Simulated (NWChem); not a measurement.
# One shape, several levels: H2CO (SMILES C=O)

Aim: a comparison of 6 runs (HF/3-21G, HF/def2-SVP, HF/6-31+G*, B3LYP/6-31G*, B3LYP/def2-TZVPP, PBE/def2-TZVPP) of H2CO. 

The results are computed with NWChem 7.3.0.

## 1. Starting point

H2CO has 4 atoms, charge 0, and is taken as a singlet. As SMILES, `C=O`. Geometry: relaxed at PBE0-D4/def2-TZVP.

Bond lengths: C1–O2 1.195 Å, C1–H3 1.109 Å, C1–H4 1.109 Å. Angles: O2–C1–H3 122.0°, O2–C1–H4 122.0°, H3–C1–H4 116.0°.

## 2. Energy and gradient at HF/3-21G (run 1)

The input, input.nw:

```
start input
title "CH2O hf"
memory 2200 mb
charge 0
geometry units angstrom noautosym nocenter noautoz
C     -0.002800    -0.002200    -0.003300
O      0.692000     0.544400     0.801300
H     -0.544800     0.559700    -0.790500
H     -0.144300    -1.101900    -0.007500
end
basis spherical bse
C library 3-21G
O library 3-21G
H library 3-21G
end
scf
thresh 1e-08
maxiter 80
end
task scf gradient
```

The run is started by

```bash
$ nwchem input.nw > input.out
```

Standard output:

```text
[...]
  functions       =    22
[...]
  wavefunction    = RHF
[...]
         Total SCF energy =   -113.220763316313
      One-electron energy =   -216.648303759473
      Two-electron energy =     71.969464978127
 Nuclear repulsion energy =     31.458075465033
        Time for solution =      0.1s
[...]
                         RHF ENERGY GRADIENTS
    atom               coordinates                        gradient
                 x          y          z           x          y          z
   1 C      -0.005291  -0.004157  -0.006236    0.018008   0.014217   0.020832
   2 O       1.307690   1.028767   1.514237   -0.011397  -0.008971  -0.013193
   3 H      -1.029523   1.057680  -1.493828   -0.006525   0.010760  -0.010117
   4 H      -0.272687  -2.082289  -0.014173   -0.000087  -0.016006   0.002478
[...]
```

Wall time 0.72 s (1 thread of AMD EPYC 9R14 (Zen 4), shared host); peak memory 0.1 GiB.

## 3. Energy and forces at HF/def2-SVP (run 2)

The input, ch2o.nw:

```
start ch2o
title "CH2O hf"
memory total 2200 mb

geometry units au noautosym nocenter noautoz
 C   -0.00529123  -0.00415740  -0.00623610
 O    1.30769048   1.02876690   1.51423754
 H   -1.02952279   1.05767971  -1.49382850
 H   -0.27268748  -2.08228922  -0.01417295
end

basis spherical bse
 * library def2-SVP
end

scf
 thresh 1e-08
 maxiter 80
 noprint "final vectors analysis"
end

task scf gradient
```

The run is started by

```bash
$ nwchem ch2o.nw > ch2o.out
```

Standard output:

```text
[...]
  functions       =    38
[...]
  wavefunction    = RHF
[...]
         Total SCF energy =   -113.779145802407
      One-electron energy =   -217.495352850894
      Two-electron energy =     72.258133838043
 Nuclear repulsion energy =     31.458073210445
        Time for solution =      0.6s
[...]
                         RHF ENERGY GRADIENTS
    atom               coordinates                        gradient
                 x          y          z           x          y          z
   1 C      -0.005291  -0.004157  -0.006236   -0.016307  -0.012773  -0.018906
   2 O       1.307690   1.028767   1.514238    0.019731   0.015517   0.022855
   3 H      -1.029523   1.057680  -1.493829   -0.002783   0.003102  -0.004072
   4 H      -0.272687  -2.082289  -0.014173   -0.000642  -0.005846   0.000124
[...]
```

Wall time 1.5 s (1 thread of AMD EPYC 9R14 (Zen 4), shared host); peak memory 0.1 GiB.

Runs 3 to 5 aren't shown in full; the table further down has their settings and results.

## 4. Energy and forces at PBE/def2-TZVPP (run 6)

The input, ch2o.nw:

```
start ch2o
title "CH2O"
memory total 2200 mb
charge 0

geometry units angstrom noautosym nocenter noautoz
   C    -0.002800   -0.002200   -0.003300
   O     0.692000    0.544400    0.801300
   H    -0.544800    0.559700   -0.790500
   H    -0.144300   -1.101900   -0.007500
end

basis spherical bse
   * library def2-TZVPP
end

dft
   xc xpbe96 cpbe96
   grid fine
   convergence energy 1e-08
   iterations 100
   mulliken
end

task dft gradient
```

The run is started by

```bash
$ nwchem ch2o.nw > ch2o.out
```

Standard output:

```text
[...]
          Wavefunction type:  closed shell.
          No. of atoms     :     4
          No. of electrons :    16
[...]
          Charge           :     0
          Spin multiplicity:     1
[...]
          AO basis - number of functions:    90
[...]
              XC Information
              --------------
          PerdewBurkeErnzerhof Exchange Functional  1.000
            Perdew 1991 LDA Correlation Functional  1.000 local
           PerdewBurkeErnz. Correlation Functional  1.000 non-local
[...]
 d= 0,ls=0.0,diis     1   -114.3221223964 -1.46D+02  2.04D-02  9.14D-01     0.8
[...]
 d= 0,ls=0.0,diis    10   -114.4197421138 -2.18D-10  6.70D-08  1.17D-10     6.4
         Total DFT energy =     -114.419742113767
      One electron energy =     -217.823218951424
           Coulomb energy =       86.523880207645
    Exchange-Corr. energy =      -14.578478835020
 Nuclear repulsion energy =       31.458075465033
[...]
  wavefunction    = closed shell
                         DFT ENERGY GRADIENTS
    atom               coordinates                        gradient
                 x          y          z           x          y          z
   1 C      -0.005291  -0.004157  -0.006236    0.008636   0.006842   0.009983
   2 O       1.307690   1.028767   1.514237   -0.012976  -0.010213  -0.015022
   3 H      -1.029523   1.057680  -1.493828    0.003195  -0.002540   0.004520
   4 H      -0.272687  -2.082289  -0.014173    0.001144   0.005911   0.000519
[...]
```

Wall time 11 s (1 thread of AMD EPYC 9R14 (Zen 4), shared host); peak memory 0.12 GiB.

## 5. Overview of the runs

| run | level | Cartesian functions | iteration cap | energy (Eh) | dipole moment (D) | HOMO energy (eV) | LUMO energy (eV) | wall time |
| --- | --- | --- | --- | --- | --- | --- | --- | --- |
| 1 | HF/3-21G | no | 80 | -113.220763 | 2.59 | -11.68 | 4.10 | 0.72 s |
| 2 | HF/def2-SVP | no | 80 | -113.779146 | 2.73 | – | – | 1.5 s |
| 3 | HF/6-31+G* (spherical functions) | no | 80 | -113.870078 | 2.91 | -12.04 | 2.03 | 1.8 s |
| 4 | B3LYP/6-31G* (Cartesian functions) | yes | 100 | -114.500232 | 2.14 | – | – | 3.9 s |
| 5 | B3LYP/def2-TZVPP | no | 100 | -114.555013 | 2.31 | -7.60 | -1.58 | 11 s |
| 6 | PBE/def2-TZVPP | no | 100 | -114.419742 | 2.12 | -6.18 | -2.52 | 11 s |

## 6. Results

```
                       quantity          value
            run 6: total energy  -114.41974 Eh
           run 6: dipole moment         2.12 D
             run 6: HOMO energy       -6.18 eV
             run 6: LUMO energy       -2.52 eV
           run 6: HOMO–LUMO gap        3.67 eV
run 6: largest force on an atom     1.148 eV/Å
```

What this shows: The dipole moment (its size) runs from 2.12 D (PBE/def2-TZVPP) to 2.91 D (HF/6-31+G*). The two ends differ in method and basis. Over runs 1, 3, 5, 6 the HOMO–LUMO gap runs from 3.67 eV (PBE/def2-TZVPP) to 15.78 eV (HF/3-21G). Totals of different functionals can't be ranked against each other. All runs together took 29 s, the longest 11 s.
